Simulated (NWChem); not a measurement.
# AlCl (aluminium monochloride) at 4 levels

Wanted: a comparison of 4 runs (HF/STO-3G, HF/3-21G, B3LYP/6-31G*) of AlCl (aluminium monochloride). 

The calculation is run with NWChem 7.3.0.

## 1. The structure to begin with

The species is AlCl (2 atoms), meant as a singlet with charge 0. As SMILES, `[Al][Cl]`. The bond length is the measured one.

Bond lengths: Al1–Cl2 2.130 Å.

## 2. Energy and forces at HF/STO-3G (run 1)

nw.nw reads:

```
start nw
title "AlCl"
memory total 2200 mb
charge 0

geometry noautosym nocenter noautoz
Al       0.000000       0.000000       0.000000
Cl       0.000000       0.000000       2.130113
end

basis spherical bse
Al library STO-3G
Cl library STO-3G
end

scf
thresh 1e-08
maxiter 80
noprint "final vectors analysis"
end

task scf gradient
```

The run is started by

```console
$ nwchem nw.nw > nw.out
```

The log of the run:

```text
[...]
  functions       =    18
[...]
  wavefunction    = RHF
[...]
         Total SCF energy =   -693.656608092850
      One-electron energy =  -1076.895751661918
      Two-electron energy =    328.336811144012
 Nuclear repulsion energy =     54.902332425056
        Time for solution =      0.1s
[...]
                         RHF ENERGY GRADIENTS
    atom               coordinates                        gradient
                 x          y          z           x          y          z
   1 Al      0.000000   0.000000   0.000000    0.000000   0.000000   0.011175
   2 Cl      0.000000   0.000000   4.025330   -0.000000  -0.000000  -0.011175
[...]
```

Run time: 0.76 s. Hardware: 1 thread of Intel Xeon 6975P-C (Granite Rapids), shared host; peak memory 0.099 GiB.

## 3. Energy and gradient at HF/3-21G (run 2)

alcl.nw reads:

```
start alcl
title "AlCl"
memory total 2200 mb

geometry noautosym nocenter noautoz
 Al    0.000000    0.000000    0.000000
 Cl    0.000000    0.000000    2.130113
end

basis spherical bse
 Al library 3-21G
 Cl library 3-21G
end

scf
 thresh 1e-08
 maxiter 80
 print low
end

task scf gradient
```

The run is started by

```console
$ nwchem alcl.nw > alcl.out
```

The log of the run:

```text
[...]
  functions       =    26
[...]
  wavefunction    = RHF
[...]
         Total SCF energy =   -697.953755858873
      One-electron energy =  -1077.913710554797
      Two-electron energy =    325.057622270868
 Nuclear repulsion energy =     54.902332425056
        Time for solution =      0.2s
[...]
                         RHF ENERGY GRADIENTS
    atom               coordinates                        gradient
                 x          y          z           x          y          z
   1 Al      0.000000   0.000000   0.000000   -0.000000  -0.000000   0.039631
   2 Cl      0.000000   0.000000   4.025330    0.000000   0.000000  -0.039631
 Task  times  cpu:        0.3s     wall:        0.3s
 Total times  cpu:        0.4s     wall:        0.4s
```

It took 0.9 s on 1 thread of Intel Xeon 6975P-C (Granite Rapids), shared host; peak memory 0.095 GiB.

## 4. Energy and forces at B3LYP/6-31G(d) (spherical functions) (run 3)

alcl.nw reads:

```
start alcl
memory total 2200 mb

geometry units angstroms noautosym nocenter noautoz
  Al    0.000000    0.000000    0.000000
  Cl    0.000000    0.000000    2.130113
end

basis "ao basis" spherical bse
  * library 6-31G*
end

dft
  xc b3lyp
  grid xfine
  convergence energy 1e-08
  iterations 100
  mulliken
  print medium
end

task dft gradient
```

The run is started by

```console
$ nwchem alcl.nw > alcl.out
```

The log of the run:

```text
[...]
          Wavefunction type:  closed shell.
          No. of atoms     :     2
          No. of electrons :    30
[...]
          Charge           :     0
          Spin multiplicity:     1
[...]
          AO basis - number of functions:    36
[...]
              XC Information
              --------------
                         B3LYP Method XC Potential
                     Hartree-Fock (Exact) Exchange  0.200
                        Slater Exchange Functional  0.800 local
                    Becke 1988 Exchange Functional  0.720 non-local
              Lee-Yang-Parr Correlation Functional  0.810
                  VWN I RPA Correlation Functional  0.190 local
[...]
 d= 0,ls=0.0,diis     1   -702.6543026758 -7.58D+02  2.65D-02  1.72D-01     0.4
[...]
 d= 0,ls=0.0,diis     8   -702.6820475821 -1.27D-10  1.60D-07  2.44D-11     2.2
         Total DFT energy =     -702.682047582142
      One electron energy =    -1082.194847570772
           Coulomb energy =      371.546403653565
    Exchange-Corr. energy =      -46.935936089991
 Nuclear repulsion energy =       54.902332425056
[...]
      Total Density - Mulliken Population Analysis
     ---------------------------------------------
    Atom       Charge   Shell Charges
 -----------   ------   -------------------------------------------------------
    1 Al  13    12.71   2.00  2.00  5.96  1.30  0.61  0.66  0.09  0.09
    2 Cl  17    17.29   2.00  2.00  5.97  1.41  3.63  0.53  1.74  0.01
[...]
  wavefunction    = closed shell
                         DFT ENERGY GRADIENTS
    atom               coordinates                        gradient
                 x          y          z           x          y          z
   1 Al      0.000000   0.000000   0.000000   -0.000000  -0.000000   0.010445
   2 Cl      0.000000   0.000000   4.025330    0.000000   0.000000  -0.010445
[...]
```

It took 3.9 s on 1 thread of Intel Xeon 6975P-C (Granite Rapids), shared host; peak memory 0.11 GiB.

## 5. Energy and forces at B3LYP/6-31G(d) (Cartesian functions) (run 4)

alcl.nw reads:

```
start alcl
memory total 2200 mb

geometry units angstrom noautosym nocenter noautoz
  Al       0.000000       0.000000       0.000000
  Cl       0.000000       0.000000       2.130113
end

basis "ao basis" cartesian
  * library 6-31G*
end

dft
  xc b3lyp
  grid xfine
  convergence energy 1e-08
  maxiter 100
  mulliken
end

task dft gradient
```

The run is started by

```console
$ nwchem alcl.nw > alcl.out
```

The log of the run:

```text
[...]
          Wavefunction type:  closed shell.
          No. of atoms     :     2
          No. of electrons :    30
[...]
          Charge           :     0
          Spin multiplicity:     1
[...]
          AO basis - number of functions:    38
[...]
              XC Information
              --------------
                         B3LYP Method XC Potential
                     Hartree-Fock (Exact) Exchange  0.200
                        Slater Exchange Functional  0.800 local
                    Becke 1988 Exchange Functional  0.720 non-local
              Lee-Yang-Parr Correlation Functional  0.810
                  VWN I RPA Correlation Functional  0.190 local
[...]
 d= 0,ls=0.0,diis     1   -702.6571482091 -7.58D+02  2.85D-02  2.99D-01     0.4
[...]
 d= 0,ls=0.0,diis     8   -702.6869307136 -1.98D-10  1.55D-06  1.49D-09     2.4
         Total DFT energy =     -702.686930713616
      One electron energy =    -1082.123808302675
           Coulomb energy =      371.443998639087
    Exchange-Corr. energy =      -46.909453475084
 Nuclear repulsion energy =       54.902332425056
[...]
      Total Density - Mulliken Population Analysis
     ---------------------------------------------
    Atom       Charge   Shell Charges
 -----------   ------   -------------------------------------------------------
    1 Al  13    12.71   2.00  1.99  5.96  1.42  0.61  0.65  0.09 -0.01
    2 Cl  17    17.29   2.00  1.99  5.97  1.46  3.63  0.54  1.74 -0.04
[...]
  wavefunction    = closed shell
                         DFT ENERGY GRADIENTS
    atom               coordinates                        gradient
                 x          y          z           x          y          z
   1 Al      0.000000   0.000000   0.000000   -0.000000  -0.000000   0.010597
   2 Cl      0.000000   0.000000   4.025330    0.000000   0.000000  -0.010597
[...]
```

It took 4.2 s on 1 thread of Intel Xeon 6975P-C (Granite Rapids), shared host; peak memory 0.11 GiB.

## 6. All runs side by side

```tsv
run	level	iteration cap	module	energy (Eh)	dipole moment (D)	largest force (eV/Å)	wall time
1	HF/STO-3G	80	scf	-693.656608	4.30	0.575	0.76 s
2	HF/3-21G	80	scf	-697.953756	–	2.038	0.9 s
3	B3LYP/6-31G* (spherical functions)	100	dft	-702.682048	1.57	0.537	3.9 s
4	B3LYP/6-31G* (Cartesian functions)	100	dft	-702.686931	1.58	0.545	4.2 s
```

## 7. Results

```
                       quantity          value
            run 4: total energy  -702.68693 Eh
           run 4: dipole moment         1.58 D
             run 4: HOMO energy       -6.82 eV
             run 4: LUMO energy       -1.79 eV
           run 4: HOMO–LUMO gap        5.04 eV
run 4: largest force on an atom     0.545 eV/Å
```

**Reading.** Over runs 1, 3, 4 the dipole moment (its size) runs from 1.57 D (B3LYP/6-31G*) to 4.30 D (HF/STO-3G). The two ends differ in method and basis. In run 1 the basis is minimal, so the values are rough. All runs together took 9.8 s, the longest 4.2 s.
